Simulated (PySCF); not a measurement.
Bond length, frequency and bond energy of CCl by level of theory

State: ²Π (doublet), unpaired electrons π ↑. Set-up: PySCF, no relativity, basis sets C def2-TZVPP, Cl def2-TZVPP. De refers to C + Cl in their high-spin ground configurations, without counterpoise correction. The functionals are run spin-unrestricted. A positive dipole means C(−)Cl(+).

```csv
Level,Re (Å),ωe (cm⁻¹),De (eV),μ (D)
UHF,1.659,873,2.28,1.10
UHF-MP2,1.639,905,4.11,n/a
UHF-SCS-MP2,1.645,889,3.96,n/a
UHF-CCSD,1.652,883,3.77,n/a
UHF-CCSD(T),1.656,873,4.00,n/a
PBE,1.660,856,4.76,1.62
revPBE,1.669,843,4.51,1.55
r²SCAN,1.654,869,4.40,1.55
TPSSh,1.661,854,4.33,1.46
r²SCANh,1.649,880,4.28,1.53
PBE0,1.645,892,4.39,1.55
MN15,1.638,901,4.31,1.54
LC-ωPBE,1.628,935,4.16,1.65
```

(1) Which functional lies closest to UHF-CCSD(T) in De, which farthest, and by how much do they differ from it?

(2) What does a quarter of exact exchange do here, going from PBE to PBE0?

(3) What does the step from GGA to meta-GGA do here, going from PBE to r²SCAN?

Correlated steps freeze 6 core orbitals. The state was picked by a PBE0 search and need not be the measured ground state.

## Answers

(1) Closest is LC-ωPBE (-2.8 pm in Re, +7.1 % in ωe, +0.16 eV in De against UHF-CCSD(T) in the same basis), farthest PBE (+0.4 pm in Re, -1.9 % in ωe, +0.76 eV in De). CCSD(T) converges more slowly with the basis than the functionals do and binds too weakly in this one, so the order can change at the basis-set limit.

(2) PBE0 less PBE: -1.5 pm in Re, +4.2 % in ωe, -0.37 eV in De. Exact exchange removes part of the self-interaction that spreads semilocal densities, and in most molecules shortens and stiffens the bond and lowers De; so it does here.

(3) r²SCAN less PBE: -0.6 pm in Re, +1.5 % in ωe, -0.36 eV in De.
